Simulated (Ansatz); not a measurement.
Energy on a grid of two coordinates

CS2 (SMILES S=C=S), singlet, PBE0-D4/def2-TZVP minimum:

```xyz
3
angstrom
S 1.3570 -0.1560 0.7291
C -0.0000 -0.0000 -0.0000
S -1.3570 0.1560 -0.7291
```

Rows set the bond length S1–C2 (Å; 1.548 at the minimum), columns the bond length C2–S3 (Å; 1.548), set in this order; the parts move rigidly, in a bend the first-named atom's side turns in the plane, and in a torsion the whole end group turns. CCSD(T) energies count from the value at that structure, in kJ/mol. Computed with Ansatz 0.2.0 (basis: def2-TZVPP); correlated methods freeze the cores.

```
S1–C2 \ C2–S3  1.332  1.398  1.495  1.608  1.734  1.869  2.013
        1.332  412.8  295.9  210.1  192.1  228.7  298.1  381.2
        1.398  295.9  182.1  100.3   86.1  126.3  198.6  284.2
        1.495  210.1  100.3   23.6   14.4   59.0  135.1  223.8
        1.608  192.1   86.1   14.4      ?   58.8  138.4  230.1
        1.734  228.7  126.3   59.0   58.8  111.3  193.8  288.1
        1.869  298.1  198.6  135.1  138.4  193.8  278.7  374.8
        2.013  381.2  284.1  223.8  230.1  288.1  374.8      –
```

Q: Fill in the withheld cells. (To be estimated.)

A: The calculation gives: (1.608, 1.608): 10.0 kJ/mol. These count from the CCSD(T) energy at the PBE0-D4 minimum.

The same grid for a cheaper method: PBE0-D4 − CCSD(T), both counted from the minimum, in kJ/mol:
| S1–C2 \ C2–S3 | 1.332 | 1.398 | 1.495 | 1.608 | 1.734 | 1.869 | 2.013 |
| --- | --- | --- | --- | --- | --- | --- | --- |
| 1.332 | -28.0 | -23.5 | -17.9 | -12.1 | -6.2 | 0.2 | 7.2 |
| 1.398 | -23.5 | -18.8 | -12.9 | -6.9 | -0.5 | 6.2 | 13.3 |
| 1.495 | -17.9 | -12.9 | -6.6 | 0.1 | 7.1 | 14.3 | 21.6 |
| 1.608 | -12.1 | -6.9 | 0.1 | 7.5 | 15.2 | 23.2 | 30.9 |
| 1.734 | -6.2 | -0.5 | 7.1 | 15.2 | 23.9 | 32.7 | 41.2 |
| 1.869 | 0.2 | 6.2 | 14.3 | 23.2 | 32.7 | 42.6 | 52.0 |
| 2.013 | 7.2 | 13.3 | 21.6 | 30.9 | 41.2 | 52.0 | – |

The T1 diagnostic stays at or below 0.051. The T1 diagnostic is large here, which may signal multireference character or strong orbital relaxation, so CCSD(T) is less sure. The restricted Hartree–Fock reference is unstable towards an unrestricted one here.

For scale, one of the runs: CCSD(T)/def2-TZVPP, 115 basis functions (an equivalent command: `ansatz run in.yaml --threads 2`). The run took about 4.9 s on 2 CPU threads (shared host).
